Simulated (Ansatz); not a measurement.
# Which is lower?

Two relaxed structures of B₂SiH₅ (charge -1), closed shell (PBE0-D4/def2-TZVPD; forces vanish, vibrations not checked).

A:

B1  (-0.983, 0.818, -0.962)
B2  (-0.012, -0.068, -0.099)
Si3  (1.449, -1.069, 0.592)
H4  (-2.181, 0.657, -0.891)
H5  (-0.586, 1.620, -1.777)
H6  (-0.461, -0.425, -1.332)
H7  (1.519, -0.977, 2.095)
H8  (1.354, -2.543, 0.288)
(Å)

B:

B1  (-0.391, 0.275, -0.626)
B2  (0.203, 0.970, 0.696)
Si3  (0.946, -0.810, 0.322)
H4  (0.311, 1.417, -0.565)
H5  (-1.140, 0.364, -1.565)
H6  (0.199, 1.933, 1.419)
H7  (0.424, -1.946, 1.153)
H8  (2.343, -1.225, -0.087)
(Å)

Ansatz 0.2.0; basis: def2-TZVPPD; cores frozen in the correlated methods. B3LYP uses VWN-RPA correlation.

(1) Which structure is lower at CCSD(T), and by how much? (To be estimated.)

The T1 diagnostic stays at or below 0.024. The restricted Hartree–Fock reference is unstable towards an unrestricted one at one or more of these structures.

Results:

(1) The calculation gives: B, by 0.305 eV (electronic energy, against the other). By their contacts, A is B₂SiH₅ ([SiH2][B]1[H][BH2]1), total charge -1 and B is B₂SiH₅ ([H]1[BH]2[SiH2][BH]12), total charge -1.

All methods give the same order:

```json
{"method": "PBE-D4", "E(B) − E(A) (eV)": "-0.335"}
{"method": "r2SCAN-D4", "E(B) − E(A) (eV)": "-0.352"}
{"method": "PBE0-D4", "E(B) − E(A) (eV)": "-0.415"}
{"method": "B3LYP-D4", "E(B) − E(A) (eV)": "-0.175"}
{"method": "wB97M-V", "E(B) − E(A) (eV)": "-0.359"}
{"method": "HF", "E(B) − E(A) (eV)": "-0.089"}
{"method": "MP2", "E(B) − E(A) (eV)": "-0.517"}
{"method": "CCSD", "E(B) − E(A) (eV)": "-0.291"}
{"method": "CCSD(T)", "E(B) − E(A) (eV)": "-0.305"}
```

Labels in which every atom is bracketed show which atoms are joined, not bond orders.

For scale, one of the runs: CCSD(T)/def2-TZVPPD, 207 basis functions, launched by `ansatz run in.yaml --threads 2 --pin off --events-out ev --progress --plain --max-ram 4352MiB`. Hardware: 2 CPU threads of an Intel Xeon 6975P-C, shared host. Wall time 30 s; peak host memory 2.8 GiB.
